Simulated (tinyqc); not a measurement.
MP2 on RHF in the sto-6g basis, frozen core, for H2O, spin multiplicity 1, step by step (part 1 of 2). Computed by tinyqc, a small Python program that keeps every step (integrals from PySCF). Settings: charge = 0, multiplicity = 1, basis = sto-6g, method = RHF, frozen orbitals = 1, energy threshold = 1e-10, iteration cap = 58, orthogonalisation = canonical, start = atomic densities, DIIS depth = 6. Command: `OMP_NUM_THREADS=1 python tinyqc.py 21420 21421 out.jsonl` (the two numbers bound the seeds that draw the settings). One thread of a shared host (Intel(R) Xeon(R) Processor @ 2.60GHz), about 0.2 s of CPU time with the checks. The early iterations of the SCF are left out here.

## One-electron integrals

Geometry (angstrom):
```
atom         x          y         z
O     0.000000   0.000000  0.000000
H     0.000000   0.861000  0.622000
H     0.000000  -0.928000  0.671000
```

Basis sto-6g: exponents (1/bohr^2) and contraction coefficients of normalised primitives:
```
element  l (shell)     exponent  coefficient
O            s (1)  1355.584234     0.009164
O            s (1)   248.544885     0.049361
O            s (1)    69.533902     0.168538
O            s (1)    23.886772     0.370563
O            s (1)     9.275933     0.416492
O            s (1)     3.820341     0.130334
O            s (2)    52.187762    -0.013253
O            s (2)    10.329320    -0.046992
O            s (2)     3.210345    -0.033785
O            s (2)     1.235135     0.250242
O            s (2)     0.536420     0.595117
O            s (2)     0.245881     0.240706
O            p (3)    52.187762     0.003760
O            p (3)    10.329320     0.037679
O            p (3)     3.210345     0.173897
O            p (3)     1.235135     0.418036
O            p (3)     0.536420     0.425860
O            p (3)     0.245881     0.101708
H            s (1)    35.523221     0.009164
H            s (1)     6.513144     0.049361
H            s (1)     1.822143     0.168538
H            s (1)     0.625955     0.370563
H            s (1)     0.243077     0.416492
H            s (1)     0.100112     0.130334
```

Overlap, kinetic and nuclear-attraction integrals over the contracted functions; the nuclear repulsion is the sum of Za Zb / Rab.

nuclear repulsion = 7.97805941 hartree

overlap S, order 1O 1s, 1O 2s, 1O 2px, 1O 2py, 1O 2pz, 2H 1s, 3H 1s:
$$\begin{pmatrix}
1.000000 & 0.231145 & 0.000000 & 0.000000 & 0.000000 & 0.043547 & 0.035951 \\
0.231145 & 1.000000 & 0.000000 & 0.000000 & 0.000000 & 0.410756 & 0.362696 \\
0.000000 & 0.000000 & 1.000000 & 0.000000 & 0.000000 & 0.000000 & 0.000000 \\
0.000000 & 0.000000 & 0.000000 & 1.000000 & 0.000000 & 0.287311 & -0.261603 \\
0.000000 & 0.000000 & 0.000000 & 0.000000 & 1.000000 & 0.207558 & 0.189155 \\
0.043547 & 0.410756 & 0.000000 & 0.287311 & 0.207558 & 1.000000 & 0.166844 \\
0.035951 & 0.362696 & 0.000000 & -0.261603 & 0.189155 & 0.166844 & 1.000000
\end{pmatrix}$$

kinetic energy T (hartree), order 1O 1s, 1O 2s, 1O 2px, 1O 2py, 1O 2pz, 2H 1s, 3H 1s:
$$\begin{pmatrix}
29.327197 & -0.896024 & 0.000000 & 0.000000 & 0.000000 & -0.005263 & -0.006277 \\
-0.896024 & 0.842618 & 0.000000 & 0.000000 & 0.000000 & 0.082991 & 0.055253 \\
0.000000 & 0.000000 & 2.531309 & 0.000000 & 0.000000 & 0.000000 & 0.000000 \\
0.000000 & 0.000000 & 0.000000 & 2.531309 & 0.000000 & 0.169059 & -0.129975 \\
0.000000 & 0.000000 & 0.000000 & 0.000000 & 2.531309 & 0.122131 & 0.093980 \\
-0.005263 & 0.082991 & 0.000000 & 0.169059 & 0.122131 & 0.768522 & -0.007722 \\
-0.006277 & 0.055253 & 0.000000 & -0.129975 & 0.093980 & -0.007722 & 0.768522
\end{pmatrix}$$

nuclear attraction V (hartree), order 1O 1s, 1O 2s, 1O 2px, 1O 2py, 1O 2pz, 2H 1s, 3H 1s:
$$\begin{pmatrix}
-62.218612 & -6.373249 & 0.000000 & -0.001513 & -0.014534 & -1.373615 & -1.131923 \\
-6.373249 & -9.955216 & 0.000000 & -0.015770 & -0.167856 & -3.182634 & -2.741124 \\
0.000000 & 0.000000 & -9.894801 & 0.000000 & 0.000000 & 0.000000 & 0.000000 \\
-0.001513 & -0.015770 & 0.000000 & -10.013060 & -0.008049 & -1.980649 & 1.743515 \\
-0.014534 & -0.167856 & 0.000000 & -0.008049 & -9.956568 & -1.475227 & -1.303065 \\
-1.373615 & -3.182634 & 0.000000 & -1.980649 & -1.475227 & -5.424756 & -0.983123 \\
-1.131923 & -2.741124 & 0.000000 & 1.743515 & -1.303065 & -0.983123 & -5.168068
\end{pmatrix}$$

core Hamiltonian H = T + V (hartree), order 1O 1s, 1O 2s, 1O 2px, 1O 2py, 1O 2pz, 2H 1s, 3H 1s:
$$\begin{pmatrix}
-32.891415 & -7.269273 & 0.000000 & -0.001513 & -0.014534 & -1.378879 & -1.138201 \\
-7.269273 & -9.112597 & 0.000000 & -0.015770 & -0.167856 & -3.099643 & -2.685872 \\
0.000000 & 0.000000 & -7.363492 & 0.000000 & 0.000000 & 0.000000 & 0.000000 \\
-0.001513 & -0.015770 & 0.000000 & -7.481752 & -0.008049 & -1.811590 & 1.613540 \\
-0.014534 & -0.167856 & 0.000000 & -0.008049 & -7.425260 & -1.353096 & -1.209085 \\
-1.378879 & -3.099643 & 0.000000 & -1.811590 & -1.353096 & -4.656234 & -0.990845 \\
-1.138201 & -2.685872 & 0.000000 & 1.613540 & -1.209085 & -0.990845 & -4.399546
\end{pmatrix}$$

## Two-electron integrals

Functions are numbered as in S; the eight-fold symmetry (ij|kl) = (ji|kl) = (kl|ij) leaves the list below.

Two-electron integrals (ij|kl) in chemists' order, unique and non-zero (hartree):
```
(11|11) 4.787491    (21|11) 0.675884    (21|21) 0.121505    (22|11) 1.117379
(22|21) 0.249212    (22|22) 0.817383    (31|31) 0.025762    (32|31) 0.039145
(32|32) 0.180664    (33|11) 1.117381    (33|21) 0.249212    (33|22) 0.817382
(33|33) 0.880663    (41|41) 0.025762    (42|41) 0.039145    (42|42) 0.180664
(43|43) 0.047461    (44|11) 1.117381    (44|21) 0.249212    (44|22) 0.817382
(44|33) 0.785741    (44|44) 0.880663    (51|51) 0.025762    (52|51) 0.039145
(52|52) 0.180664    (53|53) 0.047461    (54|54) 0.047461    (55|11) 1.117381
(55|21) 0.249212    (55|22) 0.817382    (55|33) 0.785741    (55|44) 0.785741
(55|55) 0.880663    (61|11) 0.135685    (61|21) 0.023384    (61|22) 0.046928
(61|33) 0.046827    (61|41) 0.000928    (61|42) 0.001816    (61|44) 0.047025
(61|51) 0.000671    (61|52) 0.001312    (61|54) 0.000143    (61|55) 0.046931
(61|61) 0.004587    (62|11) 0.335928    (62|21) 0.076001    (62|22) 0.276764
(62|33) 0.272125    (62|41) 0.004941    (62|42) 0.036764    (62|44) 0.281269
(62|51) 0.003569    (62|52) 0.026559    (62|54) 0.006606    (62|55) 0.276897
(62|61) 0.014712    (62|62) 0.117560    (63|31) 0.008363    (63|32) 0.047346
(63|43) 0.007550    (63|53) 0.005454    (63|63) 0.016443    (64|11) 0.198983
(64|21) 0.045650    (64|22) 0.177293    (64|33) 0.169357    (64|41) 0.010947
(64|42) 0.069469    (64|44) 0.190178    (64|51) 0.001867    (64|52) 0.015982
(64|54) 0.009588    (64|55) 0.172343    (64|61) 0.009232    (64|62) 0.091554
(64|64) 0.086939    (65|11) 0.143748    (65|21) 0.032978    (65|22) 0.128079
(65|33) 0.122346    (65|41) 0.001867    (65|42) 0.015982    (65|44) 0.126480
(65|51) 0.009711    (65|52) 0.058892    (65|54) 0.010536    (65|55) 0.135412
(65|61) 0.006669    (65|62) 0.066140    (65|64) 0.050927    (65|65) 0.053234
(66|11) 0.485774    (66|21) 0.111949    (66|22) 0.466882    (66|33) 0.448431
(66|41) 0.009263    (66|42) 0.094782    (66|44) 0.484802    (66|51) 0.006692
(66|52) 0.068472    (66|54) 0.026275    (66|55) 0.467412    (66|61) 0.021883
(66|62) 0.253685    (66|64) 0.225419    (66|65) 0.162847    (66|66) 0.774999
(71|11) 0.111859    (71|21) 0.019286    (71|22) 0.038733    (71|33) 0.038650
(71|41) -0.000767   (71|42) -0.001504   (71|44) 0.038812    (71|51) 0.000555
(71|52) 0.001087    (71|54) -0.000117   (71|55) 0.038735    (71|61) 0.003723
(71|62) 0.011713    (71|64) 0.006709    (71|65) 0.005313    (71|66) 0.017205
(71|71) 0.003120    (72|11) 0.289093    (72|21) 0.065464    (72|22) 0.239916
(72|33) 0.235824    (72|41) -0.004266   (72|42) -0.032328   (72|44) 0.243885
(72|51) 0.003084    (72|52) 0.023375    (72|54) -0.005829   (72|55) 0.240038
(72|61) 0.012223    (72|62) 0.081282    (72|64) 0.043822    (72|65) 0.044592
(72|66) 0.142311    (72|71) 0.010463    (72|72) 0.090108    (73|31) 0.007043
(73|32) 0.040401    (73|43) -0.006572   (73|53) 0.004752    (73|63) 0.010798
(73|73) 0.012284    (74|11) -0.175863   (74|21) -0.040365   (74|22) -0.157719
(74|33) -0.150772   (74|41) 0.009301    (74|42) 0.060123    (74|44) -0.168971
(74|51) -0.001633   (74|52) -0.014260   (74|54) 0.008407    (74|55) -0.153415
(74|61) -0.007205   (74|62) -0.045488   (74|64) -0.014348   (74|65) -0.024400
(74|66) -0.072435   (74|71) -0.006725   (74|72) -0.071988   (74|74) 0.069082
(75|11) 0.127160    (75|21) 0.029187    (75|22) 0.114041    (75|33) 0.109017
(75|41) -0.001633   (75|42) -0.014260   (75|44) 0.112673    (75|51) 0.008224
(75|52) 0.050712    (75|54) -0.009215   (75|55) 0.120432    (75|61) 0.005685
(75|62) 0.045429    (75|64) 0.024049    (75|65) 0.035295    (75|66) 0.086666
(75|71) 0.004863    (75|72) 0.052052    (75|74) -0.041069   (75|75) 0.041979
(76|11) 0.098223    (76|21) 0.022455    (76|22) 0.088787    (76|33) 0.086823
(76|41) -0.000036   (76|42) -0.000406   (76|44) 0.088614    (76|51) 0.001672
(76|52) 0.014844    (76|54) -0.000099   (76|55) 0.090923    (76|61) 0.004292
(76|62) 0.037032    (76|64) 0.024855    (76|65) 0.023500    (76|66) 0.082211
(76|71) 0.003546    (76|72) 0.032911    (76|74) -0.023041   (76|75) 0.021347
(76|76) 0.014789    (77|11) 0.453836    (77|21) 0.104674    (77|22) 0.440372
(77|33) 0.423519    (77|41) -0.008274   (77|42) -0.087323   (77|44) 0.456719
(77|51) 0.005983    (77|52) 0.063140    (77|54) -0.024006   (77|55) 0.440877
(77|61) 0.019498    (77|62) 0.155173    (77|64) 0.076445    (77|65) 0.092471
(77|66) 0.293513    (77|71) 0.016867    (77|72) 0.216465    (77|74) -0.197001
(77|75) 0.142444    (77|76) 0.082211    (77|77) 0.774999
```

## Orthogonalisation

S = U s U^T; canonical form X = U s^(-1/2), so that X^T S X = 1. Each column of U has its largest component positive (the first on a tie).

eigenvalues of S: [0.428009, 0.527590, 0.891338, 1.000000, 1.091864, 1.312117, 1.749082]

X, order 1O 1s, 1O 2s, 1O 2px, 1O 2py, 1O 2pz, 2H 1s, 3H 1s:
$$\begin{pmatrix}
-0.316953 & 0.112609 & 0.736424 & 0.000000 & -0.612639 & -0.016170 & 0.180163 \\
1.011999 & -0.266175 & -0.284355 & 0.000000 & -0.294360 & -0.024538 & 0.451662 \\
0.000000 & 0.000000 & 0.000000 & 1.000000 & 0.000000 & 0.000000 & 0.000000 \\
0.266531 & 0.831139 & -0.005342 & 0.000000 & 0.007403 & 0.678148 & 0.030546 \\
0.450665 & -0.117830 & 0.658180 & 0.000000 & 0.640061 & -0.014188 & 0.202950 \\
-0.886125 & -0.549570 & -0.171200 & 0.000000 & 0.142765 & 0.357850 & 0.405900 \\
-0.390441 & 0.897317 & -0.190243 & 0.000000 & 0.154195 & -0.416078 & 0.358323
\end{pmatrix}$$

## Starting guess

The start is atomic minimal-basis densities projected into this basis (PySCF's MINAO start) and scaled to the electron count of each spin; this density is not idempotent, so its energy is not variational and may lie below the converged one.

D at the start, order 1O 1s, 1O 2s, 1O 2px, 1O 2py, 1O 2pz, 2H 1s, 3H 1s:
$$\begin{pmatrix}
2.138332 & -0.481988 & 0.000000 & 0.001064 & 0.012751 & -0.013647 & -0.013020 \\
-0.481988 & 2.094405 & 0.000000 & -0.007233 & -0.072372 & 0.048145 & 0.049676 \\
0.000000 & 0.000000 & 1.307650 & 0.000000 & 0.000000 & 0.000000 & 0.000000 \\
0.001064 & -0.007233 & 0.000000 & 1.175754 & -0.004665 & 0.116871 & -0.119699 \\
0.012751 & -0.072372 & 0.000000 & -0.004665 & 1.247226 & 0.063119 & 0.064907 \\
-0.013647 & 0.048145 & 0.000000 & 0.116871 & 0.063119 & 0.994610 & 0.054546 \\
-0.013020 & 0.049676 & 0.000000 & -0.119699 & 0.064907 & 0.054546 & 0.992637
\end{pmatrix}$$

## Iteration 8 (converged): orbitals

converged F (hartree), order 1O 1s, 1O 2s, 1O 2px, 1O 2py, 1O 2pz, 2H 1s, 3H 1s:
$$\begin{pmatrix}
-20.515912 & -4.963363 & 0.000000 & -0.001606 & -0.024831 & -0.942733 & -0.779097 \\
-4.963363 & -2.303967 & 0.000000 & -0.016281 & -0.071390 & -0.845314 & -0.736237 \\
0.000000 & 0.000000 & -0.390121 & 0.000000 & 0.000000 & 0.000000 & 0.000000 \\
-0.001606 & -0.016281 & 0.000000 & -0.240589 & -0.017794 & -0.378302 & 0.349720 \\
-0.024831 & -0.071390 & 0.000000 & -0.017794 & -0.279386 & -0.321001 & -0.300413 \\
-0.942733 & -0.845314 & 0.000000 & -0.378302 & -0.321001 & -0.454955 & -0.235606 \\
-0.779097 & -0.736237 & 0.000000 & 0.349720 & -0.300413 & -0.235606 & -0.378238
\end{pmatrix}$$

Diagonalise F' = X^T F X, C = X C', fill 5 alpha and 5 beta electrons from the bottom; D = 2 C_occ C_occ^T. Each column has its largest component positive (the first on a tie).

F' = X^T F X (hartree):
$$\begin{pmatrix}
-0.115591 & 0.300638 & 2.074620 & 0.000000 & -1.607672 & -0.009410 & 0.433721 \\
0.300638 & 0.453860 & -0.881549 & 0.000000 & 0.741506 & 0.109772 & -0.246738 \\
2.074620 & -0.881549 & -8.952807 & 0.000000 & 8.833278 & 0.274123 & -4.058023 \\
0.000000 & 0.000000 & 0.000000 & -0.390121 & 0.000000 & 0.000000 & 0.000000 \\
-1.607672 & 0.741506 & 8.833278 & 0.000000 & -9.454751 & -0.295239 & 4.341785 \\
-0.009410 & 0.109772 & 0.274123 & 0.000000 & -0.295239 & -0.555126 & 0.135201 \\
0.433721 & -0.246738 & -4.058023 & 0.000000 & 4.341785 & 0.135201 & -3.048089
\end{pmatrix}$$

orbital energies (hartree): MO1 -20.518878, MO2 -1.213649, MO3 -0.555441, MO4 -0.430990, MO5 -0.390121, MO6 0.450104, MO7 0.596349

coefficients C, order 1O 1s, 1O 2s, 1O 2px, 1O 2py, 1O 2pz, 2H 1s, 3H 1s:
$$\begin{pmatrix}
0.996843 & -0.227671 & 0.014032 & 0.083767 & 0.000000 & 0.099218 & 0.030301 \\
0.014311 & 0.888952 & -0.079013 & -0.461726 & 0.000000 & -0.640829 & -0.215781 \\
0.000000 & 0.000000 & 0.000000 & 0.000000 & 1.000000 & 0.000000 & 0.000000 \\
0.000300 & 0.016467 & 0.602060 & -0.044840 & 0.000000 & 0.214154 & -0.901172 \\
0.002330 & 0.083147 & 0.060766 & 0.757940 & 0.000000 & -0.694782 & -0.182878 \\
-0.003097 & 0.153064 & 0.464592 & 0.285175 & 0.000000 & 0.531738 & 0.909062 \\
-0.002564 & 0.127074 & -0.431122 & 0.368025 & 0.000000 & 0.845405 & -0.516657
\end{pmatrix}$$

D after iteration 8, order 1O 1s, 1O 2s, 1O 2px, 1O 2py, 1O 2pz, 2H 1s, 3H 1s:
$$\begin{pmatrix}
2.105490 & -0.455817 & 0.000000 & 0.002484 & 0.095470 & -0.015056 & -0.013416 \\
-0.455817 & 2.019747 & 0.000000 & -0.024447 & -0.561629 & -0.064718 & -0.045872 \\
0.000000 & 0.000000 & 2.000000 & 0.000000 & 0.000000 & 0.000000 & 0.000000 \\
0.002484 & -0.024447 & 0.000000 & 0.729517 & 0.007937 & 0.538889 & -0.547944 \\
0.095470 & -0.561629 & 0.000000 & 0.007937 & 1.170168 & 0.514194 & 0.526606 \\
-0.015056 & -0.064718 & 0.000000 & 0.538889 & 0.514194 & 0.641218 & -0.151772 \\
-0.013416 & -0.045872 & 0.000000 & -0.547944 & 0.526606 & -0.151772 & 0.674927
\end{pmatrix}$$

## Convergence

Stop when the energy changes by less than 1e-10 hartree and every element of the error matrix X^T (F D S - S D F) X is below 3e-06.

Course of the cycle:
```
iteration   E (hartree)     change  largest element of the error matrix
1          -75.88537778          -                             1.05e+00
2          -75.60211235   2.83e-01                             2.71e-01
3          -75.64924045  -4.71e-02                             4.08e-02
4          -75.65021938  -9.79e-04                             6.57e-03
5          -75.65025236  -3.30e-05                             8.52e-05
6          -75.65025238  -2.06e-08                             4.44e-05
7          -75.65025238  -5.16e-09                             1.23e-06
8          -75.65025238  -2.19e-12                             2.03e-07
```

PySCF RHF in the same basis = -75.65025238 hartree

Converged in 8 iterations.

## Populations, bond orders and dipole

Mulliken: Z minus the diagonal of D S on the atom; Loewdin: the same with S^(1/2) D S^(1/2); Mayer order: 2 sum_s sum (D(s) S)_ij (D(s) S)_ji over the two atoms.

Charges (e):
```
atom   Mulliken    Loewdin
1O    -0.274351  -0.202016
2H     0.149789   0.108268
3H     0.124562   0.093748
```

Mayer bond orders:
```
pair     order
2-1   0.965556
3-1   0.972477
3-2   0.012008
```

dipole moment about the origin, x y z (debye): [0.000000, 0.052608, 1.548845]

## Integrals over molecular orbitals

(pq|rs) = sum C_ip C_jq C_kr C_ls (ij|kl), one index at a time.

one-electron integrals over orbitals h = C^T H C (hartree):
$$\begin{pmatrix}
-32.878741 & 0.578622 & -0.035489 & -0.204439 & 0.000000 & -0.256625 & -0.078892 \\
0.578622 & -7.611065 & 0.055524 & 0.524648 & 0.000000 & 1.182334 & 0.378766 \\
-0.035489 & 0.055524 & -6.033731 & -0.129423 & 0.000000 & -0.405267 & 1.728378 \\
-0.204439 & 0.524648 & -0.129423 & -6.632204 & 0.000000 & 1.297333 & 0.143300 \\
0.000000 & 0.000000 & 0.000000 & 0.000000 & -7.363492 & 0.000000 & 0.000000 \\
-0.256625 & 1.182334 & -0.405267 & 1.297333 & 0.000000 & -5.283635 & 0.054021 \\
-0.078892 & 0.378766 & 1.728378 & 0.143300 & 0.000000 & 0.054021 & -5.528134
\end{pmatrix}$$

Two-electron integrals over orbitals (pq|rs), unique and non-zero (hartree); the lowest 1 orbital is frozen and left out:
```
(22|22) 0.726828    (32|22) 0.005609    (32|32) 0.130967    (33|22) 0.616362
(33|32) -0.001681   (33|33) 0.595605    (42|22) -0.024076   (42|32) 0.003909
(42|33) 0.002426    (42|42) 0.129696    (43|22) 0.013199    (43|32) 0.026760
(43|33) 0.008430    (43|42) -0.013687   (43|43) 0.055764    (44|22) 0.665437
(44|32) -0.014662   (44|33) 0.568843    (44|42) -0.093875   (44|43) 0.010948
(44|44) 0.710591    (52|52) 0.150874    (53|52) -0.007093   (53|53) 0.026926
(54|52) -0.042469   (54|53) 0.003671    (54|54) 0.047964    (55|22) 0.756808
(55|32) -0.008951   (55|33) 0.603652    (55|42) -0.077385   (55|43) 0.016870
(55|44) 0.695008    (55|55) 0.880663    (62|22) -0.126100   (62|32) 0.015495
(62|33) -0.064402   (62|42) -0.033370   (62|43) -0.006201   (62|44) -0.063485
(62|55) -0.136738   (62|62) 0.092017    (63|22) 0.041856    (63|32) 0.035152
(63|33) 0.026260    (63|42) -0.015522   (63|43) 0.038756    (63|44) 0.023051
(63|55) 0.046725    (63|62) -0.019953   (63|63) 0.079483    (64|22) -0.127673
(64|32) -0.014670   (64|33) -0.048932   (64|42) 0.044643    (64|43) -0.017259
(64|44) -0.128488   (64|55) -0.146750   (64|62) 0.057488    (64|63) -0.039307
(64|64) 0.099341    (65|52) -0.049852   (65|53) 0.007112    (65|54) -0.005892
(65|65) 0.033442    (66|22) 0.586637    (66|32) -0.036658   (66|33) 0.546774
(66|42) 0.047106    (66|43) -0.028229   (66|44) 0.547742    (66|55) 0.573812
(66|62) -0.086179   (66|63) -0.019224   (66|64) -0.040034   (66|66) 0.598643
(72|22) -0.041671   (72|32) -0.052078   (72|33) -0.011697   (72|42) 0.000837
(72|43) 0.027221    (72|44) -0.027518   (72|55) -0.043702   (72|62) 0.008630
(72|63) 0.023835    (72|64) 0.020317    (72|66) -0.024772   (72|72) 0.071408
(73|22) -0.159541   (73|32) 0.024921    (73|33) -0.086945   (73|42) 0.071888
(73|43) -0.001173   (73|44) -0.143636   (73|55) -0.196272   (73|62) 0.063913
(73|63) -0.013348   (73|64) 0.089735    (73|66) -0.053646   (73|72) 0.026467
(73|73) 0.155549    (74|22) -0.009773   (74|32) 0.068126    (74|33) -0.006169
(74|42) -0.001461   (74|43) 0.009505    (74|44) -0.019186   (74|55) -0.015635
(74|62) 0.015379    (74|63) 0.046748    (74|64) -0.007336   (74|66) -0.034197
(74|72) -0.013586   (74|73) 0.027132    (74|74) 0.064760    (75|52) -0.015383
(75|53) -0.022675   (75|54) 0.001296    (75|65) 0.002529    (75|75) 0.026048
(76|22) 0.003771    (76|32) 0.078061    (76|33) -0.002974   (76|42) 0.012669
(76|43) 0.053550    (76|44) -0.017149   (76|55) -0.005174   (76|62) -0.005275
(76|63) 0.056121    (76|64) -0.019161   (76|66) -0.039948   (76|72) 0.002256
(76|73) 0.029940    (76|74) 0.048504    (76|76) 0.094087    (77|22) 0.614730
(77|32) 0.043546    (77|33) 0.584356    (77|42) -0.017502   (77|43) 0.032767
(77|44) 0.575638    (77|55) 0.611523    (77|62) -0.060517   (77|63) 0.055307
(77|64) -0.062657   (77|66) 0.527374    (77|72) -0.019662   (77|73) -0.082170
(77|74) 0.024658    (77|76) 0.040593    (77|77) 0.622432
```
